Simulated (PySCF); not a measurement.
# C3H6F2, a complex of two parts: NMR shifts, part 2 of 2

PySCF 2.14.0. Atoms count from 0, parts from 1. Earlier steps stand in the parts before.

## 5. NMR shieldings: 700 fs

The job: settings as JSON, then the geometry in Å.

```
{"job": {"kind": "nmr", "xc": "PBE0", "basis": "pcSseg-1", "pop": false}, "charge": 0, "multiplicity": 1, "parts": [{"atoms": "0-1", "charge": 0, "multiplicity": 1}, {"atoms": "2-10", "charge": 0, "multiplicity": 1}]}
F      3.019148    -0.181724     2.506274
F      2.726081     0.899283     1.645509
C      0.338365     0.340166    -1.231079
C     -1.094191    -0.153440    -1.339325
C     -0.149104    -0.836970    -0.418544
H      0.481667     1.240491    -0.698640
H      1.042176     0.140634    -2.001276
H     -1.960104     0.379868    -0.858185
H     -1.416233    -0.761403    -2.203252
H     -0.208886    -0.688182     0.700836
H      0.197713    -1.830441    -0.720663
```

With the program's defaults for keys left out, this is: GIAO PBE0/pcSseg-1 NMR shielding, non-relativistic, gas phase.

What it wrote:

```text
coarse grid: 9152 points
cycle   1  E = -316.9590429151  dE =  2.845e-01  |g| = 3.671e-01  |ddm| = 2.695e+00
cycle   2  E = -316.9594522273  dE = -4.093e-04  |g| = 3.482e-01  |ddm| = 5.001e-01
cycle   3  E = -316.9885586613  dE = -2.911e-02  |g| = 5.474e-02  |ddm| = 2.905e-01
cycle   4  E = -316.9891957229  dE = -6.371e-04  |g| = 7.293e-03  |ddm| = 4.061e-02
cycle   5  E = -316.9892038061  dE = -8.083e-06  |g| = 3.180e-03  |ddm| = 5.762e-03
cycle   6  E = -316.9892053999  dE = -1.594e-06  |g| = 9.502e-04  |ddm| = 2.048e-03
final grid: 89064 points
cycle   7  E = -317.0294499183  dE = -2.289e-05  |g| = 6.260e-03  |ddm| = 1.693e-02
cycle   8  E = -317.0294435843  dE =  6.334e-06  |g| = 8.544e-03  |ddm| = 1.012e-02
cycle   9  E = -317.0294590611  dE = -1.548e-05  |g| = 1.938e-03  |ddm| = 5.478e-03
cycle  10  E = -317.0294596508  dE = -5.897e-07  |g| = 1.783e-04  |ddm| = 8.751e-04
cycle  11  E = -317.0294596560  dE = -5.215e-09  |g| = 2.939e-05  |ddm| = 1.388e-04
cycle  12  E = -317.0294596561  dE = -1.282e-10  |g| = 1.071e-05  |ddm| = 2.272e-05
converged SCF energy = -317.0294596561

GIAO shielding tensors (ppm)
atom      isotropic    diamagn.    paramagn.     s11        s22        s33       span
  0 F     -249.856     462.869    -712.725   -620.556   -618.239    489.226   1109.782
  1 F     -246.255     462.856    -709.110   -616.290   -612.335    489.861   1106.151
  2 C      190.885     250.808     -59.923    162.551    180.119    229.985     67.434
  3 C      181.534     252.510     -70.976    153.644    173.441    217.517     63.873
  4 C      181.646     248.734     -67.088    155.100    171.272    218.567     63.466
  5 H       32.245      31.773       0.472     26.857     27.640     42.238     15.381
  6 H       31.800      30.329       1.471     26.108     27.377     41.916     15.808
  7 H       29.987      29.400       0.587     24.377     26.298     39.288     14.910
  8 H       30.604      29.024       1.581     24.845     26.754     40.215     15.370
  9 H       29.953      29.629       0.324     24.955     25.825     39.079     14.124
 10 H       30.917      29.926       0.991     25.300     27.084     40.368     15.069
```

Run time: 7 s. Hardware: 1 thread of Intel Xeon Platinum 8488C, shared host; peak memory 0.54 GiB.

In short: δ C3 5.4, C4 5.3, C2 -4.0, F0 420.8, H9 1.76, H7 1.73 ppm.

## 6. Nuclear shieldings: 850 fs

The job: settings as JSON, then the geometry in Å.

```
{"job": {"kind": "nmr", "xc": "PBE0", "basis": "pcSseg-1", "pop": false}, "charge": 0, "multiplicity": 1, "parts": [{"atoms": "0-1", "charge": 0, "multiplicity": 1}, {"atoms": "2-10", "charge": 0, "multiplicity": 1}]}
F      3.454532    -0.216638     2.514253
F      3.500253     1.106918     1.903160
C      0.319379     0.247988    -1.381332
C     -0.990212    -0.460955    -1.387512
C      0.120604    -0.983424    -0.513481
H      0.334495     1.197345    -0.893974
H      0.954401     0.212390    -2.258978
H     -1.844460    -0.008333    -0.870525
H     -1.260139    -0.927838    -2.282080
H      0.074860    -0.842248     0.573270
H      0.588858    -1.922408    -0.795460
```

Method: GIAO PBE0/pcSseg-1 NMR shielding, non-relativistic, gas phase.

What it wrote:

```text
coarse grid: 9152 points
cycle   1  E = -316.9580033417  dE =  2.777e-01  |g| = 3.611e-01  |ddm| = 2.698e+00
cycle   2  E = -316.9583355842  dE = -3.322e-04  |g| = 3.470e-01  |ddm| = 4.992e-01
cycle   3  E = -316.9873854715  dE = -2.905e-02  |g| = 4.988e-02  |ddm| = 2.863e-01
cycle   4  E = -316.9879028098  dE = -5.173e-04  |g| = 7.610e-03  |ddm| = 3.696e-02
cycle   5  E = -316.9879071349  dE = -4.325e-06  |g| = 6.044e-03  |ddm| = 5.699e-03
cycle   6  E = -316.9879121089  dE = -4.974e-06  |g| = 1.942e-03  |ddm| = 2.920e-03
final grid: 89064 points
cycle   7  E = -317.0286447496  dE = -2.186e-05  |g| = 8.049e-03  |ddm| = 1.717e-02
cycle   8  E = -317.0286256936  dE =  1.906e-05  |g| = 1.339e-02  |ddm| = 1.236e-02
cycle   9  E = -317.0286573630  dE = -3.167e-05  |g| = 3.432e-03  |ddm| = 7.115e-03
cycle  10  E = -317.0286593995  dE = -2.036e-06  |g| = 1.334e-04  |ddm| = 1.661e-03
cycle  11  E = -317.0286594026  dE = -3.117e-09  |g| = 3.419e-05  |ddm| = 1.263e-04
cycle  12  E = -317.0286594028  dE = -1.562e-10  |g| = 1.003e-05  |ddm| = 2.100e-05
converged SCF energy = -317.0286594028

GIAO shielding tensors (ppm)
atom      isotropic    diamagn.    paramagn.     s11        s22        s33       span
  0 F     -400.937     463.006    -863.943   -846.399   -844.563    488.152   1334.551
  1 F     -405.070     463.053    -868.123   -852.919   -850.110    487.819   1340.738
  2 C      187.900     250.423     -62.523    160.110    179.433    224.156     64.046
  3 C      187.735     252.186     -64.451    161.476    179.494    222.235     60.759
  4 C      186.661     248.236     -61.575    156.917    176.568    226.497     69.580
  5 H       31.739      31.628       0.111     26.040     27.511     41.664     15.624
  6 H       31.255      29.653       1.603     25.767     26.992     41.007     15.241
  7 H       31.035      30.619       0.416     25.106     27.033     40.966     15.861
  8 H       32.154      30.777       1.378     26.274     28.057     42.132     15.858
  9 H       30.918      30.435       0.483     25.343     26.664     40.748     15.405
 10 H       31.118      29.272       1.846     25.403     27.127     40.824     15.421
```

Run time: 5.8 s. Hardware: 1 thread of Intel Xeon Platinum 8488C, shared host; peak memory 0.53 GiB.

In short: δ C4 0.3, C3 -0.8, C2 -1.0, F1 576.0, H9 0.80, H7 0.68 ppm.

## 7. NMR shieldings: 1000 fs

The job: settings as JSON, then the geometry in Å.

```
{"job": {"kind": "nmr", "xc": "PBE0", "basis": "pcSseg-1", "pop": false}, "charge": 0, "multiplicity": 1, "parts": [{"atoms": "0-1", "charge": 0, "multiplicity": 1}, {"atoms": "2-10", "charge": 0, "multiplicity": 1}]}
F      3.476355    -0.240633     2.304137
F      3.867586     1.085104     1.973618
C      0.337511     0.023853    -1.114837
C     -1.002075    -0.650018    -1.012726
C      0.227513    -1.284765    -0.445863
H      0.533827     0.906116    -0.474777
H      0.824606     0.081067    -2.066552
H     -1.751698    -0.280091    -0.321809
H     -1.487058    -1.074315    -1.869926
H      0.312002    -1.289445     0.622068
H      0.521644    -2.205808    -0.929677
```

With the program's defaults for keys left out, this is: GIAO PBE0/pcSseg-1 NMR shielding, non-relativistic, gas phase.

What it wrote:

```text
coarse grid: 9152 points
cycle   1  E = -316.9591418940  dE =  3.520e-01  |g| = 3.770e-01  |ddm| = 2.711e+00
cycle   2  E = -316.9589719211  dE =  1.700e-04  |g| = 3.633e-01  |ddm| = 5.187e-01
cycle   3  E = -316.9906680187  dE = -3.170e-02  |g| = 5.319e-02  |ddm| = 3.001e-01
cycle   4  E = -316.9912562085  dE = -5.882e-04  |g| = 6.842e-03  |ddm| = 3.881e-02
cycle   5  E = -316.9912635614  dE = -7.353e-06  |g| = 2.443e-03  |ddm| = 4.784e-03
final grid: 89064 points
cycle   6  E = -317.0317176025  dE = -2.448e-05  |g| = 7.545e-03  |ddm| = 1.824e-02
cycle   7  E = -317.0317122850  dE =  5.318e-06  |g| = 8.910e-03  |ddm| = 1.195e-02
cycle   8  E = -317.0317315613  dE = -1.928e-05  |g| = 7.230e-04  |ddm| = 6.477e-03
cycle   9  E = -317.0317316088  dE = -4.749e-08  |g| = 4.539e-04  |ddm| = 4.528e-04
cycle  10  E = -317.0317316395  dE = -3.070e-08  |g| = 6.413e-05  |ddm| = 1.997e-04
cycle  11  E = -317.0317316401  dE = -6.071e-10  |g| = 1.098e-05  |ddm| = 3.627e-05
converged SCF energy = -317.0317316401

GIAO shielding tensors (ppm)
atom      isotropic    diamagn.    paramagn.     s11        s22        s33       span
  0 F     -275.106     462.530    -737.636   -658.559   -656.330    489.571   1148.130
  1 F     -275.337     462.590    -737.927   -657.860   -656.898    488.747   1146.608
  2 C      186.107     248.837     -62.730    159.307    178.260    220.756     61.449
  3 C      189.622     251.629     -62.007    157.791    180.387    230.689     72.898
  4 C      189.010     249.933     -60.922    163.998    179.368    223.665     59.666
  5 H       30.633      30.012       0.621     25.172     26.430     40.297     15.125
  6 H       31.374      29.583       1.791     25.839     27.191     41.091     15.252
  7 H       31.427      31.201       0.226     25.287     27.541     41.453     16.167
  8 H       31.703      30.106       1.596     25.795     27.591     41.722     15.927
  9 H       31.685      31.141       0.545     26.086     27.239     41.731     15.645
 10 H       31.258      29.429       1.829     25.411     27.287     41.075     15.664
```

Run time: 5.9 s. Hardware: 1 thread of Intel Xeon Platinum 8488C, shared host; peak memory 0.52 GiB.

In short: δ C2 0.8, C4 -2.1, C3 -2.7, F1 446.3, H5 1.08, H10 0.46 ppm.

## 8. Run by run: NMR shifts

Shifts (ppm) of some atoms, chosen among heavy atoms and hydrogens apart, with basis size and wall time:

| frame | C4 | C3 | C2 | H9 | H8 | F1 | F0 | functions | time |
| --- | --- | --- | --- | --- | --- | --- | --- | --- | --- |
| 250 fs | 0.5 | -1.5 | -3.7 | 0.71 | 0.13 | 447.2 | 441.9 | 115 | 10 s |
| 400 fs | 0.1 | -1.0 | -1.9 | 0.73 | 0.21 | 307.0 | 309.6 | 115 | 7.3 s |
| 550 fs | 0.1 | 5.4 | -2.2 | 0.61 | 1.38 | 389.4 | 406.3 | 115 | 7 s |
| 700 fs | 5.3 | 5.4 | -4.0 | 1.76 | 1.11 | 417.2 | 420.8 | 115 | 7 s |
| 850 fs | 0.3 | -0.8 | -1.0 | 0.80 | -0.44 | 576.0 | 571.9 | 115 | 5.8 s |
| 1000 fs | -2.1 | -2.7 | 0.8 | 0.03 | 0.01 | 446.3 | 446.1 | 115 | 5.9 s |

## 9. Summary of results

This closing draws on all 2 parts.

```
                                        quantity                                    value
  13C shifts against TMS (PBE0/pcSseg-1, 250 fs)                      0.5, -1.5, -3.7 ppm
   1H shifts against TMS (PBE0/pcSseg-1, 250 fs)  0.92, 0.83, 0.71, 0.22, 0.13, -0.45 ppm
19F shifts against CFCl3 (PBE0/pcSseg-1, 250 fs)                         447.2, 441.9 ppm
                        range of the shift of F1                       307.0 to 576.0 ppm
```

In words: Shifts at one fixed geometry are not the observed spectrum, which averages over the motion. Across the 6 runs the shift of F1 moves most, between 307.0 (400 fs) and 576.0 ppm (850 fs).
